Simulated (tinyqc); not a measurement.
UKS/PBE0 in the sto-3g basis, for BH2, spin multiplicity 2, step by step. One step of it, computed by the program tinyqc.

Task: Iteration 1: building the Kohn-Sham matrix. J_ij = sum D_kl (ij|kl) with D = D(alpha) + D(beta), K_ij = sum D_kl (ik|jl) for each spin; F = H + J - 0.25 K(s) + V_xc; E = tr D H + tr D J / 2 - 0.125 sum_s tr D(s) K(s) + E_xc + E_nn.

D(alpha) at the start, order 1B 1s, 1B 2s, 1B 2px, 1B 2py, 1B 2pz, 2H 1s, 3H 1s:
```
[[1.240033, -0.301593, 0.000000, 0.000782, 0.012765, -0.024781, -0.023831],
 [-0.301593, 1.126194, 0.000000, -0.002583, -0.040044, 0.088050, 0.085148],
 [0.000000, 0.000000, 0.183075, 0.000000, 0.000000, 0.000000, 0.000000],
 [0.000782, -0.002583, 0.000000, 0.151805, -0.000528, 0.025551, -0.026603],
 [0.012765, -0.040044, 0.000000, -0.000528, 0.170792, 0.012257, 0.012791],
 [-0.024781, 0.088050, 0.000000, 0.025551, 0.012257, 0.532243, 0.014930],
 [-0.023831, 0.085148, 0.000000, -0.026603, 0.012791, 0.014930, 0.536243]]
```

D(beta) at the start, order 1B 1s, 1B 2s, 1B 2px, 1B 2py, 1B 2pz, 2H 1s, 3H 1s:
```
[[0.930025, -0.226195, 0.000000, 0.000587, 0.009574, -0.018586, -0.017873],
 [-0.226195, 0.844645, 0.000000, -0.001937, -0.030033, 0.066038, 0.063861],
 [0.000000, 0.000000, 0.137306, 0.000000, 0.000000, 0.000000, 0.000000],
 [0.000587, -0.001937, 0.000000, 0.113854, -0.000396, 0.019163, -0.019952],
 [0.009574, -0.030033, 0.000000, -0.000396, 0.128094, 0.009192, 0.009593],
 [-0.018586, 0.066038, 0.000000, 0.019163, 0.009192, 0.399182, 0.011198],
 [-0.017873, 0.063861, 0.000000, -0.019952, 0.009593, 0.011198, 0.402182]]
```

core Hamiltonian H = T + V (hartree), order 1B 1s, 1B 2s, 1B 2px, 1B 2py, 1B 2pz, 2H 1s, 3H 1s:
```
[[-13.225973, -3.431041, 0.000000, -0.002290, -0.020312, -0.983295, -0.814975],
 [-3.431041, -4.282267, 0.000000, -0.013089, -0.174333, -2.034245, -1.822595],
 [0.000000, 0.000000, -3.404161, 0.000000, 0.000000, 0.000000, 0.000000],
 [-0.002290, -0.013089, 0.000000, -3.584531, -0.006709, -1.501219, 1.391023],
 [-0.020312, -0.174333, 0.000000, -0.006709, -3.473635, -0.971572, -0.900260],
 [-0.983295, -2.034245, 0.000000, -1.501219, -0.971572, -3.030780, -0.498051],
 [-0.814975, -1.822595, 0.000000, 1.391023, -0.900260, -0.498051, -2.886201]]
```

Two-electron integrals (ij|kl) in chemists' order, unique and non-zero (hartree):
```
(11|11) 2.923513    (21|11) 0.518376    (21|21) 0.109262    (22|11) 0.744229
(22|21) 0.193177    (22|22) 0.544804    (31|31) 0.020264    (32|31) 0.029996
(32|32) 0.120346    (33|11) 0.742491    (33|21) 0.193240    (33|22) 0.544682
(33|33) 0.586773    (41|41) 0.020264    (42|41) 0.029996    (42|42) 0.120346
(43|43) 0.031630    (44|11) 0.742491    (44|21) 0.193240    (44|22) 0.544682
(44|33) 0.523513    (44|44) 0.586773    (51|51) 0.020264    (52|51) 0.029996
(52|52) 0.120346    (53|53) 0.031630    (54|54) 0.031630    (55|11) 0.742491
(55|21) 0.193240    (55|22) 0.544682    (55|33) 0.523513    (55|44) 0.523513
(55|55) 0.586773    (61|11) 0.146972    (61|21) 0.030836    (61|22) 0.054573
(61|33) 0.054303    (61|41) 0.001939    (61|42) 0.003520    (61|44) 0.054910
(61|51) 0.001204    (61|52) 0.002185    (61|54) 0.000376    (61|55) 0.054537
(61|61) 0.008988    (62|11) 0.311975    (62|21) 0.081996    (62|22) 0.249491
(62|33) 0.242797    (62|41) 0.007684    (62|42) 0.044149    (62|44) 0.257132
(62|51) 0.004770    (62|52) 0.027409    (62|54) 0.008900    (62|55) 0.248323
(62|61) 0.024628    (62|62) 0.149576    (63|31) 0.008769    (63|32) 0.039434
(63|43) 0.008565    (63|53) 0.005317    (63|63) 0.017901    (64|11) 0.235094
(64|21) 0.062676    (64|22) 0.201284    (64|33) 0.190529    (64|41) 0.013917
(64|42) 0.072390    (64|44) 0.218434    (64|51) 0.003196    (64|52) 0.020460
(64|54) 0.012007    (64|55) 0.194683    (64|61) 0.019885    (64|62) 0.141849
(64|64) 0.149677    (65|11) 0.145954    (65|21) 0.038911    (65|22) 0.124964
(65|33) 0.118287    (65|41) 0.003196    (65|42) 0.020460    (65|44) 0.124977
(65|51) 0.010753    (65|52) 0.052136    (65|54) 0.012718    (65|55) 0.131500
(65|61) 0.012345    (65|62) 0.088064    (65|64) 0.081811    (65|65) 0.068691
(66|11) 0.458782    (66|21) 0.122886    (66|22) 0.419066    (66|33) 0.393931
(66|41) 0.015157    (66|42) 0.111454    (66|44) 0.448065    (66|51) 0.009410
(66|52) 0.069194    (66|54) 0.033609    (66|55) 0.414796    (66|61) 0.037846
(66|62) 0.308977    (66|64) 0.320406    (66|65) 0.198919    (66|66) 0.774606
(71|11) 0.121417    (71|21) 0.025499    (71|22) 0.045208    (71|33) 0.044985
(71|41) -0.001588   (71|42) -0.002909   (71|44) 0.045487    (71|51) 0.000985
(71|52) 0.001805    (71|54) -0.000311   (71|55) 0.045178    (71|61) 0.007098
(71|62) 0.018707    (71|64) 0.013509    (71|65) 0.009381    (71|66) 0.027802
(71|71) 0.006143    (72|11) 0.276614    (72|21) 0.072824    (72|22) 0.223970
(72|33) 0.217729    (72|41) -0.006829   (72|42) -0.040507   (72|44) 0.231102
(72|51) 0.004237    (72|52) 0.025130    (72|54) -0.008296   (72|55) 0.222876
(72|61) 0.020053    (72|62) 0.094137    (72|64) 0.064510    (72|65) 0.054270
(72|66) 0.152712    (72|71) 0.018129    (72|72) 0.123870    (73|31) 0.007513
(73|32) 0.034509    (73|43) -0.007697   (73|53) 0.004775    (73|63) 0.010157
(73|73) 0.014182    (74|11) -0.214907   (74|21) -0.057356   (74|22) -0.186177
(74|33) -0.176244   (74|41) 0.012194    (74|42) 0.065468    (74|44) -0.201901
(74|51) -0.002904   (74|52) -0.019207   (74|54) 0.011142    (74|55) -0.180194
(74|61) -0.014976   (74|62) -0.067378   (74|64) -0.037438   (74|65) -0.038018
(74|66) -0.101492   (74|71) -0.015024   (74|72) -0.120789   (74|74) 0.129569
(75|11) 0.133326    (75|21) 0.035583    (75|22) 0.115502    (75|33) 0.109340
(75|41) -0.002904   (75|42) -0.019207   (75|44) 0.115707    (75|51) 0.009315
(75|52) 0.046425    (75|54) -0.011647   (75|55) 0.121340    (75|61) 0.010324
(75|62) 0.055374    (75|64) 0.037261    (75|65) 0.041363    (75|66) 0.094557
(75|71) 0.009321    (75|72) 0.074936    (75|74) -0.071585   (75|75) 0.058592
(76|11) 0.070308    (76|21) 0.018503    (76|22) 0.057413    (76|33) 0.055696
(76|41) -0.000039   (76|42) -0.000368   (76|44) 0.057611    (76|51) 0.001801
(76|52) 0.010672    (76|54) -0.000106   (76|55) 0.058880    (76|61) 0.005372
(76|62) 0.030075    (76|64) 0.024558    (76|65) 0.019340    (76|66) 0.056870
(76|71) 0.004460    (76|72) 0.027707    (76|74) -0.023612   (76|75) 0.018192
(76|76) 0.007573    (77|11) 0.430160    (77|21) 0.115392    (77|22) 0.400046
(77|33) 0.376056    (77|41) -0.013641   (77|42) -0.105723   (77|44) 0.427723
(77|51) 0.008463    (77|52) 0.065590    (77|54) -0.032054   (77|55) 0.395941
(77|61) 0.031550    (77|62) 0.162912    (77|64) 0.103744    (77|65) 0.098724
(77|66) 0.264926    (77|71) 0.029363    (77|72) 0.277742    (77|74) -0.295170
(77|75) 0.183120    (77|76) 0.056870    (77|77) 0.774606
```

nuclear repulsion = 4.79029374 hartree

V_xc(alpha) (hartree), order 1B 1s, 1B 2s, 1B 2px, 1B 2py, 1B 2pz, 2H 1s, 3H 1s:
```
[[-1.481069, -0.223099, 0.000000, -0.000183, -0.000402, -0.064071, -0.052827],
 [-0.223099, -0.366187, 0.000000, -0.001142, -0.016352, -0.185389, -0.166976],
 [0.000000, 0.000000, -0.342003, 0.000000, 0.000000, 0.000000, 0.000000],
 [-0.000183, -0.001142, 0.000000, -0.378709, -0.000852, -0.160248, 0.148440],
 [-0.000402, -0.016352, 0.000000, -0.000852, -0.366319, -0.104959, -0.096506],
 [-0.064071, -0.185389, 0.000000, -0.160248, -0.104959, -0.377912, -0.042697],
 [-0.052827, -0.166976, 0.000000, 0.148440, -0.096506, -0.042697, -0.371629]]
```

V_xc(beta) (hartree), order 1B 1s, 1B 2s, 1B 2px, 1B 2py, 1B 2pz, 2H 1s, 3H 1s:
```
[[-1.372900, -0.207848, 0.000000, -0.000163, -0.000358, -0.059680, -0.049210],
 [-0.207848, -0.345399, 0.000000, -0.001024, -0.015385, -0.174854, -0.157516],
 [0.000000, 0.000000, -0.322577, 0.000000, 0.000000, 0.000000, 0.000000],
 [-0.000163, -0.001024, 0.000000, -0.357292, -0.000781, -0.151184, 0.140088],
 [-0.000358, -0.015385, 0.000000, -0.000781, -0.345719, -0.099059, -0.091092],
 [-0.059680, -0.174854, 0.000000, -0.151184, -0.099059, -0.356595, -0.040274],
 [-0.049210, -0.157516, 0.000000, 0.140088, -0.091092, -0.040274, -0.350703]]
```

E_xc = sum of w rho eps_xc = -3.67250855 hartree

Give: Coulomb J; exchange K(alpha); exchange K(beta); F(alpha); F(beta); total energy of this density.

Result:

Coulomb J (hartree), order 1B 1s, 1B 2s, 1B 2px, 1B 2py, 1B 2pz, 2H 1s, 3H 1s:
```
[[8.9645, 1.8414, 0.0000, 0.0015, 0.0175, 0.5234, 0.4326],
 [1.8414, 3.9166, 0.0000, 0.0054, 0.1346, 1.8364, 1.6493],
 [0.0000, 0.0000, 3.8617, 0.0000, 0.0000, 0.0000, 0.0000],
 [0.0015, 0.0054, 0.0000, 3.9710, 0.0015, 1.4938, -1.3819],
 [0.0175, 0.1346, 0.0000, 0.0015, 3.9036, 0.9614, 0.8885],
 [0.5234, 1.8364, 0.0000, 1.4938, 0.9614, 3.2098, 0.4250],
 [0.4326, 1.6493, 0.0000, -1.3819, 0.8885, 0.4250, 3.0983]]
```

exchange K(alpha) (hartree), order 1B 1s, 1B 2s, 1B 2px, 1B 2py, 1B 2pz, 2H 1s, 3H 1s:
```
[[3.4511, 0.6486, 0.0000, 0.0027, 0.0143, 0.2036, 0.1687],
 [0.6486, 0.9225, 0.0000, 0.0118, 0.0969, 0.5469, 0.4964],
 [0.0000, 0.0000, 0.2908, 0.0000, 0.0000, 0.0000, 0.0000],
 [0.0027, 0.0118, 0.0000, 0.4360, 0.0054, 0.2721, -0.2509],
 [0.0143, 0.0969, 0.0000, 0.0054, 0.3463, 0.1893, 0.1771],
 [0.2036, 0.5469, 0.0000, 0.2721, 0.1893, 0.6908, 0.1965],
 [0.1687, 0.4964, 0.0000, -0.2509, 0.1771, 0.1965, 0.6547]]
```

exchange K(beta) (hartree), order 1B 1s, 1B 2s, 1B 2px, 1B 2py, 1B 2pz, 2H 1s, 3H 1s:
```
[[2.5883, 0.4865, 0.0000, 0.0021, 0.0107, 0.1527, 0.1266],
 [0.4865, 0.6919, 0.0000, 0.0088, 0.0727, 0.4102, 0.3723],
 [0.0000, 0.0000, 0.2181, 0.0000, 0.0000, 0.0000, 0.0000],
 [0.0021, 0.0088, 0.0000, 0.3270, 0.0040, 0.2040, -0.1882],
 [0.0107, 0.0727, 0.0000, 0.0040, 0.2597, 0.1420, 0.1328],
 [0.1527, 0.4102, 0.0000, 0.2040, 0.1420, 0.5181, 0.1474],
 [0.1266, 0.3723, 0.0000, -0.1882, 0.1328, 0.1474, 0.4910]]
```

F(alpha) (hartree), order 1B 1s, 1B 2s, 1B 2px, 1B 2py, 1B 2pz, 2H 1s, 3H 1s:
```
[[-6.6054, -1.9749, 0.0000, -0.0016, -0.0068, -0.5748, -0.4774],
 [-1.9749, -0.9625, 0.0000, -0.0117, -0.0803, -0.5200, -0.4644],
 [0.0000, 0.0000, 0.0428, 0.0000, 0.0000, 0.0000, 0.0000],
 [-0.0016, -0.0117, 0.0000, -0.1012, -0.0074, -0.2357, 0.2203],
 [-0.0068, -0.0803, 0.0000, -0.0074, -0.0229, -0.1625, -0.1525],
 [-0.5748, -0.5200, 0.0000, -0.2357, -0.1625, -0.3716, -0.1649],
 [-0.4774, -0.4644, 0.0000, 0.2203, -0.1525, -0.1649, -0.3232]]
```

F(beta) (hartree), order 1B 1s, 1B 2s, 1B 2px, 1B 2py, 1B 2pz, 2H 1s, 3H 1s:
```
[[-6.2815, -1.9191, 0.0000, -0.0015, -0.0059, -0.5577, -0.4632],
 [-1.9191, -0.8841, 0.0000, -0.0109, -0.0733, -0.4753, -0.4239],
 [0.0000, 0.0000, 0.0804, 0.0000, 0.0000, 0.0000, 0.0000],
 [-0.0015, -0.0109, 0.0000, -0.0526, -0.0070, -0.2096, 0.1962],
 [-0.0059, -0.0733, 0.0000, -0.0070, 0.0193, -0.1448, -0.1360],
 [-0.5577, -0.4753, 0.0000, -0.2096, -0.1448, -0.3071, -0.1502],
 [-0.4632, -0.4239, 0.0000, 0.1962, -0.1360, -0.1502, -0.2613]]
```

total energy of this density = -25.600934 hartree

This density is the starting one; it is not idempotent, so its energy is not variational and may lie below the converged one.
